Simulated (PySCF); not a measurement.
Cartesian coordinates in Å; atom numbers follow the order of the lines, from 1:
```xyz
18

C    -1.847    0.621    0.234
N    -0.731   -0.187   -0.206
C    -1.139   -1.556   -0.435
P     0.694   -0.054    0.835
C     1.096    1.724    0.543
C     1.947   -0.775   -0.314
H    -2.656    0.561   -0.512
H    -1.560    1.680    0.314
H    -2.273    0.308    1.213
H    -0.310   -2.149   -0.850
H    -1.953   -1.574   -1.179
H    -1.508   -2.075    0.477
H     2.132    1.896    0.873
H     1.001    1.983   -0.523
H     0.449    2.382    1.141
H     1.814   -0.389   -1.337
H     1.890   -1.873   -0.325
H     2.948   -0.504    0.056
```

Geometry: PBE0-D3(BJ)/def2-SVP; GIAO absolute shieldings from PySCF 2.14.0 with density-fitted response routines, gas phase, non-relativistic, averaged over equivalent atoms.

At LDA/pcSseg-1 (169 basis functions, 31 s wall time on 1 thread of an Intel Xeon Platinum 8259CL, shared host):
```json
{"atoms": "C1/C3", "σ (ppm)": "137.6"}
{"atoms": "C5/C6", "σ (ppm)": "160.1"}
{"atoms": "N2", "σ (ppm)": "212.8"}
{"atoms": "P4", "σ (ppm)": "230.6"}
{"atoms": "H7/H8/H9/H10/H11/H12", "σ (ppm)": "28.55"}
{"atoms": "H13/H14/H15/H16/H17/H18", "σ (ppm)": "29.73"}
```

Problem. What do these become at PBE/pcSseg-1?

Solution. 
```csv
atoms,σ at PBE/pcSseg-1,change
C1/C3,137.5,-0.1
C5/C6,159.9,-0.2
N2,211.1,-1.7
P4,249.6,+19.0
H7/H8/H9/H10/H11/H12,28.95,+0.40
H13/H14/H15/H16/H17/H18,30.10,+0.37
```

The largest change is at P4 (phosphorus bonded to 2 C, N). Cost: 169 basis functions, 40 s wall time on 1 thread of an Intel Xeon Platinum 8259CL, shared host.
